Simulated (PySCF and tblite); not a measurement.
The numbers below are computed, except where a source is named.
C₄H₉Cl, numbered as in [CH3:1][CH2:2][CH2:3][CH2:4][Cl:5]. The ensemble was built from 90 distance-geometry starts (ETKDG and KDG, MMFF94s, GFN2-xTB) and rests on GFN2-xTB geometries. Energies: B3LYP-D3(BJ)/def2-TZVP (IEF-PCM, chloroform), with GFN2-xTB thermal terms (modes under about 100 cm⁻¹ blended into free rotors). Symmetry numbers and mirror images are counted. Conformers within 2.5 kcal/mol (GFN2-xTB free energy) were kept, 6 at most. GIAO shieldings: PBE0/pcSseg-1 (IEF-PCM, chloroform). Shifts are against TMS (¹H), TMS (¹³C) at the same level. Programs: PySCF with density fitting and tblite.

Torsions listed: C1–C2–C3–C4, C2–C3–C4–Cl5. Of a mirror pair one member is shown.

| conformer | shape | point group | mirror pair | ΔE(DFT) | Δ(G−E) at 250 K | δ H2 (ppm) |
| --- | --- | --- | --- | --- | --- | --- |
| 1 | 180°, 180° | Cs | no | 0.00 | 0.00 | 1.25 |
| 2 | -179°, -65° | C1 | yes | 0.08 | 0.11 | 1.52 |
| 3 | 68°, 64° | C1 | yes | 0.41 | 0.22 | 1.64 |
| 4 | -67°, -176° | C1 | yes | 0.62 | 0.13 | 1.50 |
| 5 | -68°, 84° | C1 | yes | 2.26 | 0.24 | 1.59 |

Energies in kcal/mol; the thermal term leaves out symmetry numbers and mirror images.

Problem. Work out the weights at 250 K and the ¹H shift of H2 under fast exchange.

Solution. RT = 0.497 kcal/mol. Each conformer gets RT ln(σ/g), with σ the rotational symmetry number and g = 2 for a mirror pair: 1: σ = 1, g = 1, G = 0.00 + 0.00 + 0.00 = 0.00, 0.16 above the lowest, exp(−ΔG/RT) = 0.730; 2: σ = 1, g = 2, G = 0.08 + 0.11 − 0.34 = -0.16, 0.00 above the lowest, exp(−ΔG/RT) = 1.000; 3: σ = 1, g = 2, G = 0.41 + 0.22 − 0.34 = 0.28, 0.43 above the lowest, exp(−ΔG/RT) = 0.417; 4: σ = 1, g = 2, G = 0.62 + 0.13 − 0.34 = 0.40, 0.56 above the lowest, exp(−ΔG/RT) = 0.327; 5: σ = 1, g = 2, G = 2.26 + 0.24 − 0.34 = 2.16, 2.31 above the lowest, exp(−ΔG/RT) = 0.010. The sum is 2.484, so the weights are 29.4, 40.2, 16.8, 13.2, 0.4 %. The averaged shift is 1.46 ppm. At 298.15 K it is 1.46 ppm. At 298.15 K the leading conformer alone gives 1.52 ppm and bare DFT energies give 1.44 ppm.
